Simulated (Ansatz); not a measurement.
# One shape, several levels: singlet [BNH3]+

We compute a comparison of 6 runs (HF/STO-3G, BLYP/STO-3G, PBE0/STO-3G, r2SCAN0/STO-3G, revPBE/STO-3G, CCSD(T)/STO-3G) of singlet [BNH3]+. 

Program for the calculation: Ansatz 0.2.0.

53 further runs of the same task are left out: 53 set aside as unsound or not needed.

### 1 The system as given

The species is [BNH3]+ (5 atoms), meant as a singlet with charge +1. As SMILES of the parent species, `B[NH]`. The shape is that of a PBE0-D4/def2-TZVP optimisation. That shape belongs to the parent species and isn't relaxed for this state.

Bond lengths: B1–N2 1.329 Å, B1–H3 1.210 Å, B1–H4 1.204 Å, N2–H5 0.999 Å. Angles: B1–N2–H5 163.9°, N2–B1–H3 118.8°, N2–B1–H4 121.2°, H3–B1–H4 119.9°.

### 2 The energy at HF/STO-3G (run 1)

Input file molecule.yaml:

```yaml
basis:
  gaussian: {orbitals: STO-3G}
crystal:
  periodic: [false, false, false]
  atoms:
    - symbol: B
      position_ang: [-0.310800, -0.370100, -0.091600]
    - symbol: "N"
      position_ang: [0.531200, 0.655200, -0.019800]
    - symbol: H
      position_ang: [-0.414800, -1.107400, 0.862500]
    - symbol: H
      position_ang: [-0.964100, -0.573100, -1.081900]
    - symbol: H
      position_ang: [1.208400, 1.321700, 0.289300]
accuracy: high
total_charge: 1
hamiltonian: {xc: hf}
```

Command:

```console
$ ansatz run molecule.yaml --threads 1 --pin off --max-ram 2610MiB --events-out events.jsonl --progress --plain --runs-dir runs
```

Output:

```text
Warning: RAYON_NUM_THREADS=1 ignored (pool sized by the plan → 1); use --threads N
Functional definition: HF
  name "HF"
  exchange = exact_x
  correlation = 0
207 factors; integrals over basis functions are off by at most 9.2e-9 eV
mean field evaluation 1: about -2158.3309 eV, gradient 3.1e1 eV
mean field evaluation 2: about -2158.3330 eV, gradient 3.1e1 eV
mean field evaluation 4: about -2162.2914 eV, gradient 5.3e0 eV
mean field evaluation 8: about -2162.5658 eV, gradient 5.6e-2 eV
mean field evaluation 16: about -2158.6656 eV, gradient 2.1e1 eV
mean field evaluation 32: about -2162.5658 eV, gradient 3.2e-4 eV
mean field -2162.56582681 eV, -79.4728282954 hartree, gradient 3.0e-8 eV, S^2 0.000000; 1 other end points of the search recorded, 0 dependent functions left out
reference -2162.56582681 eV, -79.4728282954 hartree; 7, 7 occupied and 6, 6 virtual orbitals, 207 factors
Total energy: -2162.56582681 eV, -79.4728282954 hartree
```

Wall time 0.08 s (1 thread of Arm Neoverse V1, shared host).

### 3 A single-point energy at BLYP/STO-3G (run 2)

Input file input.yaml:

```yaml
crystal:
  periodic: [false, false, false]
  atoms:
    - {symbol: B, position_ang: [-0.310800, -0.370100, -0.091600]}
    - {symbol: N, position_ang: [0.531200, 0.655200, -0.019800]}
    - {symbol: H, position_ang: [-0.414800, -1.107400, 0.862500]}
    - {symbol: H, position_ang: [-0.964100, -0.573100, -1.081900]}
    - {symbol: H, position_ang: [1.208400, 1.321700, 0.289300]}
basis:
  gaussian:
    orbitals: STO-3G
hamiltonian:
  xc: {name: BLYP}
accuracy: high
total_charge: 1
```

Command:

```console
$ ansatz run input.yaml --threads 1 --pin off --max-ram 2610MiB --events-out events.jsonl --progress --plain --runs-dir runs
```

Output:

```text
Warning: RAYON_NUM_THREADS=1 ignored (pool sized by the plan → 1); use --threads N
Functional definition: BLYP
  name "BLYP"
  parameter beta = 0.0042
  parameter a = 0.04918
  parameter b = 0.132
  parameter c = 0.2533
  parameter d = 0.349
  exchange = b88_x(beta = beta)
  correlation = lyp_c(a = a, b = b, c = c, d = d)
207 factors; integrals over basis functions are off by at most 9.2e-9 eV
mean field evaluation 1: about -2168.8259 eV, gradient 4.4e1 eV
mean field evaluation 2: about -2131.2662 eV, gradient 1.0e2 eV
mean field evaluation 4: about -2174.9502 eV, gradient 6.8e0 eV
mean field evaluation 8: about -2175.0555 eV, gradient 1.9e-1 eV
mean field evaluation 16: about -2175.0557 eV, gradient 1.3e-6 eV
mean field -2175.05569933 eV, -79.9318226446 hartree, gradient 9.3e-9 eV, S^2 0.000000; 0 other end points of the search recorded, 0 dependent functions left out
reference -2175.05573360 eV, -79.9318239041 hartree; 7, 7 occupied and 6, 6 virtual orbitals, 207 factors
Total energy: -2175.05573360 eV, -79.9318239041 hartree
```

Wall time 0.68 s (1 thread of Arm Neoverse V1, shared host).

Runs 3 to 5 aren't shown in full; the table further down has their settings and results.

### 4 A single-point energy at CCSD(T)/STO-3G (run 6)

Input file in.yaml:

```yaml
crystal:
  periodic: [false, false, false]
  atoms:
    - symbol: B
      position_ang: [-0.310800, -0.370100, -0.091600]
    - symbol: N
      position_ang: [0.531200, 0.655200, -0.019800]
    - symbol: H
      position_ang: [-0.414800, -1.107400, 0.862500]
    - symbol: H
      position_ang: [-0.964100, -0.573100, -1.081900]
    - symbol: H
      position_ang: [1.208400, 1.321700, 0.289300]
basis:
  gaussian: {orbitals: STO-3G}
total_charge: 1
correlation: {method: ccsd_t, frozen_orbitals: {B: 1, H: 0, "N": 1}}
accuracy: high
scf: {omitted_lower_state_checks: [cluster_reference, increment]}
```

Command:

```console
$ ansatz run in.yaml --threads 1 --pin off --max-ram 2610MiB --events-out events.jsonl --progress --plain --runs-dir runs
```

Output, shortened:

```text
Warning: RAYON_NUM_THREADS=1 ignored (pool sized by the plan → 1); use --threads N
[... 2 set-up lines as earlier in the session ...]
[...]
207 factors; integrals over basis functions are off by at most 9.2e-9 eV
[...]
mean field -2162.56582681 eV, -79.4728282954 hartree, gradient 3.0e-8 eV, S^2 0.000000; 2 other end points of the search recorded, 0 dependent functions left out; unrestricted orbitals would lower it
2 core orbitals not correlated: weight in the atoms' cores, before any rotation towards them, 1.000 or more for the frozen orbitals, at most 0.000 for the correlated occupied ones
reference -2162.56582681 eV, -79.4728282954 hartree; 5, 5 occupied and 6, 6 virtual orbitals, 207 factors
second order -2.48647982 eV of doubles, -0.00000000 eV of singles
cycle   1  -2.89562134 eV  change   -4.1e-1 eV  update   1.1e-1
[...]
cycle  30  -3.61491091 eV  change   1.4e-10 eV  update  1.4e-10
perturbative correction -0.17744720 eV, -0.0065210642 hartree
Total energy: -2166.35818491 eV, -79.6121948853 hartree
Checks for a lower state left out: cluster_reference, increment
```

Run time: 0.12 s. Hardware: 1 thread of Arm Neoverse V1, shared host.

### 5 All runs side by side

```
run           level  frozen core orbitals  energy (Eh)  wall time
  1       HF/STO-3G                     –   -79.472828     0.08 s
  2     BLYP/STO-3G                     –   -79.931824     0.68 s
  3     PBE0/STO-3G                     –   -79.862866     0.68 s
  4  r2SCAN0/STO-3G                     –   -79.904772      1.7 s
  5   revPBE/STO-3G                     –   -79.954454     0.68 s
  6  CCSD(T)/STO-3G                     2   -79.612195     0.12 s
```

### 6 Results

```
                                          quantity         value
                               run 6: total energy  -79.61219 Eh
run 6: correlation energy (2 core orbitals frozen)    -139.4 mEh
                             run 6: (T) correction     -6.52 mEh
                              run 6: T1 diagnostic         0.065
```

**Reading.** Totals of different functionals can't be ranked against each other. In run 6 the T1 diagnostic is large, so a single reference may not serve. In run 6 the log says that unrestricted orbitals would lower the reference, so the values rest on an unstable closed-shell determinant (other closed-shell runs at this shape may share the fault). In runs 1, 2, 3, 4, 5, 6 the basis is minimal, so the values are rough. All runs together took 3.9 s, the longest 1.7 s.
